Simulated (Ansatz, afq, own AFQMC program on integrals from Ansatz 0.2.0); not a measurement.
Integrals from Ansatz 0.2.0, then the random walk in our own AFQMC program (afq).

```yaml
crystal:
  periodic: [false, false, false]
  atoms:
    - {symbol: Se, position_ang: [0.000000, 0.000000, 0.000000]}
    - {symbol: Se, position_ang: [0.000000, 0.000000, 1.833000]}
basis:
  gaussian: {orbitals: cc-pVDZ}
total_charge: 1
magnetization: {spin_polarized: true, initial_magnetization: 3}
correlation: {method: ccsd_t, electrons: outside_noble_gas, hamiltonian_folder: ham}
```

```sh
$ ansatz run in.yaml --threads 1 --pin off --events-out ev --progress --plain --max-ram 1382MiB
```

Options of the walk:

```
--method phaseless --trial cisd --walkers 60 --populations 1 --least-time 40 --time-step 0.005 --steps-per-block 50 --equilibration-blocks 28 --max-blocks 300 --target-error 0.0004 --factor-cut 1e-05 --start spin_pure --seed 5602 --release-times 0.24,0.51,0.99,1.62,2.4 --release-step 0.03 --release-every 4 --taylor-order 6
```

Times are imaginary, in 1/Eh. The walk had a cap of 486 s. Filled inner d shells are frozen with the cores.

```
orbitals 26  electrons 7 4  factors 199 of 656
reference energy -4799.16612779 Eh
CCSD correlation -0.18189311 Eh in 9 cycles, weight of the determinant in the CISD state 0.9049
energy of the start -4799.347345 Eh
 block  time / (1/Eh)  mean weight  energy / Eh
     1     0.250  0.9989  -4799.345552
     2     0.500  1.0011  -4799.347021
     3     0.750  1.0014  -4799.349298
     4     1.000  1.0001  -4799.348924
     5     1.250  1.0005  -4799.348944
     8     2.000  0.9979  -4799.355479
    13     3.250  1.0015  -4799.352176
    25     6.250  0.9988  -4799.349168
    37     9.250  1.0002  -4799.351360
    49    12.250  1.0018  -4799.350559
    61    15.250  1.0007  -4799.350766
    73    18.250  0.9999  -4799.356334
    81    20.250  0.9997  -4799.349011
    85    21.250  1.0001  -4799.355699
    97    24.250  1.0026  -4799.354650
   109    27.250  1.0002  -4799.356649
   121    30.250  0.9990  -4799.354928
   129    32.250  1.0011  -4799.356932
   133    33.250  1.0004  -4799.351771
   145    36.250  1.0008  -4799.352017
   157    39.250  1.0003  -4799.350485
   169    42.250  1.0012  -4799.350756
   181    45.250  1.0035  -4799.352340
   185    46.250  0.9998  -4799.352913
blocks merged  error / Eh  count
     1  0.000140  160
     2  0.000166  80
     4  0.000193  40
     8  0.000236  20
    16  0.000156  10
released: time / (1/Eh)  energy / Eh  error  mean overlap
  0.24  -4799.352551  0.000234  0.9947
  0.51  -4799.352688  0.000280  1.0001
  0.99  -4799.353004  0.000333  0.9952
  1.62  -4799.353160  0.000292  0.9934
  2.40  -4799.353040  0.000361  0.9821
energy -4799.352393 +/- 0.000236 Eh
(rows thinned)
```

Q: Estimate how long the walk took on 1 thread of Intel(R) Xeon(R) 6975P-C (Granite Rapids), on a shared host.

A: 78 s of wall time.

The run passed its tests (sampling time, drift between the halves within three errors, error under three times the target), which doesn't prove that it has relaxed.

Against this walk (error 6.4 meV) on the same determinant: CCSD(T) 2.4 meV higher (within the noise). The error is statistical and leaves out the bias of the constraint. Released to 2.40 1/Eh the energy moves by -18 ± 12 meV (both errors), within twice the noise.

Cautions: constraint bias not in the error; no relativity below Rb; no spin-orbit coupling; inner d shell frozen; lower spins were not checked.

A walk keeps the symmetry of its determinant, which the program's search chose and which needn't be the lowest solution, so a lower state of the same spin and another symmetry isn't excluded.
